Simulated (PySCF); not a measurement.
```xyz
4
charge 0 multiplicity 1, angstrom
C    -0.2897    0.0000    0.6828
H     0.6271    0.0000    1.3304
O     0.1101    0.0000   -0.5528
H     1.0753    0.0000   -0.6874
```

Computed with PBE0 in PySCF with C def2-TZVP, H def2-TZVP, O def2-TZVP; no relativity; density-fitted integrals.

This geometry of HC(OH) is a stationary point at this level.

Problem. What is the point group?

Solution. Cs.

Problem. Is it a minimum?

Solution. Yes: all harmonic wavenumbers are real.

Problem. Which band is strongest in the infrared?

Solution. 2775 cm⁻¹ (a'), 201 km/mol.

Problem. What is the atomisation energy, with and without zero-point energy?

Solution. 1311 kJ/mol without, 1242 kJ/mol with.

This need not be the most stable arrangement of these atoms.
